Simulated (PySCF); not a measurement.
**Orbital energies, ionisation energy and electron affinity**

Compound: protonated nitrous oxide, HN2O (charge +1).
Bonds: N1–N2 (double), N2–O3 (double). Hydrogens: H4 on N1.

Level: wB97X-D/def2-SVPD (PySCF). Frontier orbitals with their largest atomic shares (Löwdin; up to four atoms above 4 %):

| orbital | ε (eV) | main atoms |
| --- | --- | --- |
| HOMO−3 | -26.93 | N2 48 %, O3 28 %, N1 22 % |
| HOMO−2 | -26.43 | O3 79 %, N2 17 % |
| HOMO−1 | -20.22 | ? |
| HOMO | -20.22 | ? |
| LUMO | -6.98 | N2 35 %, N1 34 %, O3 27 %, H4 5 % |
| LUMO+1 | -6.98 | N2 35 %, N1 34 %, O3 27 %, H4 5 % |
| LUMO+2 | -4.25 | H4 45 %, N1 31 %, N2 14 %, O3 10 % |

Question: What vertical ionisation energy does ΔSCF give, and how far is −ε(HOMO) from it?

Answer: ΔSCF: 21.47 eV (2071 kJ/mol; threshold wavelength 57.8 nm); ⟨S²⟩ of the doublet left behind is 0.783, against 0.75 for a pure doublet. −ε(HOMO) is 20.22 eV, 1.25 eV below it. For the exact functional −ε(HOMO) would equal the first vertical ionisation energy; wB97X-D (range-separated hybrid) falls short of its own ΔSCF value by 6 %.

Question: On which atoms does the HOMO lie?

Answer: HOMO: O3 44 %, N1 37 %, N2 17 %; HOMO−1: O3 44 %, N1 37 %, N2 17 %. These 2 orbitals lie within 0.02 eV of one another; within a degenerate set any mixture serves as well, and the shares of a single orbital can change with the mixture. The HOMO−2 lies 6.21 eV lower.

Question: And the vertical electron affinity, the fundamental gap, Mulliken's electronegativity and the hardness (with the factor ½)?

Answer: EA = 5.84 eV by ΔSCF (−ε(LUMO) = 6.98 eV). IE − EA = 15.63 eV against an orbital gap of 13.24 eV; (IE + EA)/2 = 13.65 eV; (IE − EA)/2 = 7.81 eV.

Question: What kinetic energy would electrons from this vertical process carry with Lyman-α light (10.199 eV)?

Answer: The photon is 11.27 eV short of the vertical value.

Question: How many of the 10 lowest singlet excitations (vertical TDDFT, same level) lie below the ionisation energy?

Answer: All 10; they run from 6.50 to 13.35 eV.

Isolated species at its PBE0-D3(BJ)/def2-SVP geometry, gas phase.
